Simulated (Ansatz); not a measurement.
# AlCF+ (quartet): from Hartree-Fock to the top rungs, cc-pVDZ

Aim: climb from Hartree-Fock through coupled cluster for AlCF+ (quartet) at one geometry and basis, and see what each rung misses.

The runs use Ansatz 0.2.0, Gaussian basis; cc-pVDZ, core rule «outside noble gas», up to 7 orbitals frozen.

Plan: UHF; CCSD(T) on ROHF; CCSD(T) on UHF; BCCD(T) on ROHF; CISD; CCSDT(Q) on ROHF; CCSDT(Q) on UHF.

37 further runs of the same task are left out: 10 for a known fault of the program, 9 that didn't finish, 18 set aside as unsound or not needed.

## Step 1: What is computed

The geometry is a PBE0/def2-TZVP stationary point (not a proven minimum) of the parent state, kept for this charge and spin.

3 atoms, charge 1, spin multiplicity 4.

Atoms are counted from 1 here; the program's logs count them from 0.

Bond lengths: C1–Al2 1.940 Å, Al2–F3 1.645 Å. Angles: C1–Al2–F3 180.0°.

## Step 2: UHF

Contents of in.yaml:

```yaml
crystal:
  periodic: [false, false, false]
  atoms:
    - {symbol: C, position_ang: [0.000000, 0.000000, 1.841767]}
    - {symbol: Al, position_ang: [0.000000, 0.000000, -0.098433]}
    - {symbol: F, position_ang: [0.000000, 0.000000, -1.743333]}
basis:
  gaussian: {orbitals: cc-pVDZ}
total_charge: 1
magnetization: {spin_polarized: true, initial_magnetization: 3}
hamiltonian: {xc: hf}
output: {orbitals: {seedname: orbitals}}
```

On the command line:

```sh
$ ansatz run in.yaml --threads 1 --pin off --events-out ev --progress --plain --max-ram 2393MiB
```

Further steps of the session: CCSD(T) on ROHF; CCSD(T) on UHF; BCCD(T) on ROHF; CISD; CCSDT(Q) on ROHF; CCSDT(Q) on UHF.

Before running them: what should the planned runs give, taken together? Wanted: UCCSDT(Q) below the RHF energy; RMP2 from UCCSDT(Q); UMP2 from UCCSDT(Q); RCCSD from UCCSDT(Q); RCCSD(T) from UCCSDT(Q); UCCSD(T) from UCCSDT(Q); RCCSDT(Q) from UCCSDT(Q); T1 diagnostic.

As calculated:

| quantity | value |
| --- | --- |
| UCCSDT(Q) below the RHF energy | -8.4542 eV |
| RMP2 from UCCSDT(Q) | +16.09 kcal/mol |
| UMP2 from UCCSDT(Q) | +16.24 kcal/mol |
| RCCSD from UCCSDT(Q) | +5.25 kcal/mol |
| RCCSD(T) from UCCSDT(Q) | +1.12 kcal/mol |
| UCCSD(T) from UCCSDT(Q) | +1.10 kcal/mol |
| RCCSDT(Q) from UCCSDT(Q) | +0.12 kcal/mol |
| levels within 1 kcal/mol (43 meV) | BCCD(T), RCCSDT, UCCSDT, RCCSDT(Q) |
| T1 diagnostic | 0.025 |

RCCSD(T) misses by +1.12 kcal/mol, 0.6 % of the correlation energy. These misses are within one basis, not against nature; the frozen cores of restricted and unrestricted runs differ, which can shift their rows.
